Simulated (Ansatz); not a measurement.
# BH2(CN) (CH₂BN): structure and electronic state

Aim: characterise BH2(CN) (CH₂BN) as a singlet: its structure, frontier levels and distribution of charge.

Method: RKS PBE0-D4/def2-TZVP; program: Ansatz 0.2.0, Gaussian basis.

Levels to be run: relaxation at PBE0-D4/def2-TZVP; a single point at PBE0-D4/def2-TZVP; harmonic vibrations at PBE0-D4/def2-TZVP.

**1. Where the work starts**

5 atoms, charge 0, spin multiplicity 1.

Atoms are counted from 1 here; the program's logs count them from 0.

Bond lengths: B1–H2 1.166 Å, B1–H3 1.166 Å, B1–C4 1.511 Å, C4–N5 1.149 Å. Angles: H2–B1–H3 122.2°, H2–B1–C4 118.9°, H3–B1–C4 118.9°, B1–C4–N5 180.0°.

Geometry (Å):

```mol
CH2BN
  3D, bonds by distance, orders not assigned

  5  4  0  0  0  0  0  0  0  0999 V2000
    0.3037    0.5276    0.0085 B   0  0
    1.4689    0.5060    0.0583 H   0  0
   -0.2983    1.5260   -0.0270 H   0  0
   -0.4507   -0.7816   -0.0120 C   0  0
   -1.0237   -1.7779   -0.0278 N   0  0
  1  2  8  0
  1  3  8  0
  1  4  8  0
  4  5  8  0
M  END
```

The start is a GFN2-xTB geometry.

**2. Relaxation at PBE0-D4/def2-TZVP**

File in.yaml:

```yaml
crystal:
  periodic: [false, false, false]
  atoms:
    - {symbol: B, position_ang: [0.303740, 0.527560, 0.008500]}
    - {symbol: H, position_ang: [1.468860, 0.505990, 0.058320]}
    - {symbol: H, position_ang: [-0.298270, 1.526000, -0.026970]}
    - {symbol: C, position_ang: [-0.450670, -0.781610, -0.012050]}
    - {symbol: N, position_ang: [-1.023660, -1.777940, -0.027800]}
basis:
  gaussian: {orbitals: def2-TZVP}
hamiltonian: {xc: pbe0, dispersion: d4}
scf: {omitted_lower_state_checks: [starts]}
output: {orbitals: {seedname: orbitals}}
relax: {f_tol: 0.02, max_steps: 100}
```

Run with:

```console
ansatz run in.yaml --threads 4 --pin off --events-out ev --progress --plain --max-ram 3916MiB
```

After this run come: Single point, PBE0-D4/def2-TZVP; Harmonic vibrations.

Before running them: what should the planned runs give, taken together? Wanted: point group; B–C bond; HOMO, LUMO at PBE0-D4/def2-TZVP; dipole at PBE0-D4/def2-TZVP; lowest, highest wavenumber.

**Answer**, as computed:

| quantity | value |
| --- | --- |
| point group | C2v |
| B–C bond | 1.522 Å |
| HOMO, LUMO at PBE0-D4/def2-TZVP | -9.75, -3.35 eV |
| dipole at PBE0-D4/def2-TZVP | 2.73 D |
| lowest, highest wavenumber | 287, 2738 cm⁻¹ |

What this shows: The molecule keeps its bonding pattern by the stored test; the atoms moved 0.02 Å (rms). All wavenumbers are real: a minimum at this level. The HOMO lies nearest to N5 44 %; C4 24 % and the LUMO to B1 48 %; N5 20 %.
